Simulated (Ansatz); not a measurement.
```xyz
2

Al   -0.0462    0.0166   -0.6765
F    -0.0018    0.0099    0.9416
```

RHF on singlet AlF was run in several spherical basis sets with Ansatz (development build ahead of 0.2.0).

Question: Rank the basis sets by the total energy that they give, lowest first, with the distance from the lowest.
A. STO-3G
B. 6-31G
C. aug-cc-pVDZ

Answer: C (0.00 eV), B (1.87 eV), A (119.60 eV).

Totals follow the description of the cores as much as that of the bonds, so this order isn't one of quality for chemistry.
